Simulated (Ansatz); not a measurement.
# Molecular dynamics of C₃H₆N₂O

Input file:

```yaml
crystal:
  periodic: [false, false, false]
  atoms:
    - { symbol: C, position_ang: [0.215956, -0.009352, -1.875802] }
    - { symbol: C, position_ang: [-1.166027, 0.252836, -1.38591] }
    - { symbol: "N", position_ang: [-2.208495, 0.44655, -0.828006] }
    - { symbol: H, position_ang: [0.863576, -0.133527, -0.945857] }
    - { symbol: H, position_ang: [0.239309, -0.928107, -2.485252] }
    - { symbol: H, position_ang: [0.576075, 0.838007, -2.48269] }
    - { symbol: "N", position_ang: [-0.470358, -0.047941, 1.709029] }
    - { symbol: C, position_ang: [0.927972, -0.179261, 1.60692] }
    - { symbol: O, position_ang: [1.602794, -0.255907, 0.540436] }
    - { symbol: H, position_ang: [-1.078864, 0.128864, 0.875731] }
    - { symbol: H, position_ang: [-0.891626, 0.128384, 2.641965] }
    - { symbol: H, position_ang: [1.389587, -0.240346, 2.629535] }
magnetization:
  spin_polarized: true
basis:
  gaussian: { orbitals: STO-3G }
hamiltonian:
  xc: b3lyp
md:
  timestep: 0.5
  n_steps: 400
  ensemble: nvt_langevin
  temperature: 100.0
  initial_velocities: maxwell_boltzmann
  seed: 386481
  friction: 0.001
  temperature_schedule:
    - { n_steps: 100, end_temperature: 100.0 }
    - { n_steps: 300, end_temperature: 300.0 }
```

Command:

```bash
$ ansatz run input.yaml --threads 1 --pin off --max-ram 2048MiB --backend cpu --events-out ev --progress --plain --runs-dir out
```

It starts from a relaxed structure.

Output, in part (step lines, the closing report, with atoms numbered from 0):

```
md step     0: t =     0.00 fs  T =    91.7 K (target 100.0 K)  F+E_penalty+E_count = -8127.56063085 eV  E_kin = 0.142186 eV  (29 SCF iters)
md step     1: t =     0.50 fs  T =    87.5 K (target 100.0 K)  F+E_penalty+E_count = -8127.55643463 eV  E_kin = 0.135711 eV  (27 SCF iters)
md step     2: t =     1.00 fs  T =    81.0 K (target 100.0 K)  F+E_penalty+E_count = -8127.54515678 eV  E_kin = 0.125566 eV  (27 SCF iters)
md step     3: t =     1.50 fs  T =    71.0 K (target 100.0 K)  F+E_penalty+E_count = -8127.53002423 eV  E_kin = 0.110129 eV  (27 SCF iters)
md step     4: t =     2.00 fs  T =    61.2 K (target 100.0 K)  F+E_penalty+E_count = -8127.51498011 eV  E_kin = 0.094917 eV  (26 SCF iters)
md step     5: t =     2.50 fs  T =    54.1 K (target 100.0 K)  F+E_penalty+E_count = -8127.50355071 eV  E_kin = 0.083943 eV  (25 SCF iters)
md step     6: t =     3.00 fs  T =    50.4 K (target 100.0 K)  F+E_penalty+E_count = -8127.49758662 eV  E_kin = 0.078199 eV  (26 SCF iters)
md step     7: t =     3.50 fs  T =    48.9 K (target 100.0 K)  F+E_penalty+E_count = -8127.49666411 eV  E_kin = 0.075910 eV  (26 SCF iters)
[... lines left out ...]
md step   397: t =   198.50 fs  T =    70.6 K (target 297.7 K)  F+E_penalty+E_count = -8127.47233068 eV  E_kin = 0.109474 eV  (25 SCF iters)
md step   398: t =   199.00 fs  T =    63.9 K (target 298.3 K)  F+E_penalty+E_count = -8127.46315709 eV  E_kin = 0.099179 eV  (30 SCF iters)
md step   399: t =   199.50 fs  T =    61.8 K (target 299.0 K)  F+E_penalty+E_count = -8127.45951356 eV  E_kin = 0.095854 eV  (26 SCF iters)
md step   400: t =   200.00 fs  T =    64.0 K (target 299.7 K)  F+E_penalty+E_count = -8127.46306421 eV  E_kin = 0.099238 eV  (30 SCF iters)
Total energy: -8127.46326193 eV, -298.6787658834 hartree
Atom 0 at     0.345598    -0.117217    -1.865856 Å, force    -0.312633     0.355029    -1.092894 eV/Å
Atom 1 at    -1.071306     0.067121    -1.459681 Å, force    -0.106528     0.051964    -0.142249 eV/Å
Atom 2 at    -2.164060     0.227269    -1.001414 Å, force    -0.156741    -0.001897     0.170415 eV/Å
Atom 3 at     0.924056    -0.131452    -0.909126 Å, force     0.524791    -0.032809     0.424936 eV/Å
Atom 4 at     0.455903    -1.057332    -2.434826 Å, force     0.058887    -0.035163     0.174189 eV/Å
Atom 5 at     0.660786     0.719899    -2.533872 Å, force    -0.073080    -0.303511     0.443908 eV/Å
Atom 6 at    -0.576200    -0.074360     1.733618 Å, force     0.235139     0.408750    -1.527591 eV/Å
Atom 7 at     0.828487    -0.282069     1.659194 Å, force    -0.507233     0.014869    -1.734622 eV/Å
Atom 8 at     1.568581    -0.195762     0.618770 Å, force    -0.647162    -0.002754     1.216458 eV/Å
Atom 9 at    -1.213630     0.098856     0.900765 Å, force     0.746496    -0.115427     0.340014 eV/Å
Atom 10 at    -1.069822    -0.313451     2.593298 Å, force    -0.326518    -0.254461     0.976791 eV/Å
Atom 11 at     1.181037    -0.583307     2.656228 Å, force     0.564583    -0.084589     0.750643 eV/Å
Dipole moment:     0.125112    -0.151416     0.298984 e Å
```

The steps, from the saved trajectory:

| time (fs) | T (K) | potential energy less start (eV) |
| --- | --- | --- |
| 0.0 | 92 | 0.000 |
| 6.5 | 32 | 0.088 |
| 13.0 | 56 | 0.052 |
| 19.5 | 35 | 0.077 |
| 26.0 | 50 | 0.049 |
| 32.5 | 32 | 0.072 |
| 39.0 | 41 | 0.060 |
| 45.5 | 36 | 0.066 |
| 52.0 | 47 | 0.054 |
| 58.5 | 40 | 0.065 |
| 65.0 | 35 | 0.074 |
| 71.5 | 41 | 0.060 |
| 78.0 | 45 | 0.052 |
| 84.5 | 37 | 0.063 |
| 91.0 | 39 | 0.061 |
| 97.5 | 45 | 0.067 |
| 104.0 | 69 | 0.034 |
| 110.5 | 37 | 0.082 |
| 117.0 | 47 | 0.076 |
| 123.5 | 47 | 0.077 |
| 130.0 | 59 | 0.068 |
| 136.5 | 58 | 0.080 |
| 143.0 | 64 | 0.074 |
| 149.5 | 62 | 0.082 |
| 156.0 | 69 | 0.070 |
| 162.5 | 43 | 0.111 |
| 169.0 | 70 | 0.082 |
| 175.5 | 69 | 0.084 |
| 182.0 | 83 | 0.079 |
| 188.5 | 74 | 0.089 |
| 195.0 | 72 | 0.089 |

The run went to its last step. The schedule's set-point averaged 233 K over the second half and the system 61 K, so it lags behind the ramp. A run of 0.2 ps of so small a system gives no equilibrium averages. Limits of this set-up: minimal basis.

The same pairs are bonded in the first frame and the last. Pairs count as bonded within 1.25 times the sum of covalent radii (0.12 Å more for H–H).

Last frame:

```xyz
12
Properties=species:S:1:pos:R:3
C 0.346 -0.117 -1.866
C -1.071 0.067 -1.460
N -2.164 0.227 -1.001
H 0.924 -0.132 -0.909
H 0.456 -1.057 -2.435
H 0.661 0.720 -2.534
N -0.576 -0.074 1.734
C 0.829 -0.282 1.659
O 1.569 -0.196 0.619
H -1.214 0.099 0.901
H -1.070 -0.314 2.593
H 1.181 -0.583 2.656
```

Time of the run: 12 min on 1 thread of Intel(R) Xeon(R) 6975P-C (Granite Rapids) (shared host), peak memory 0.21 GiB.
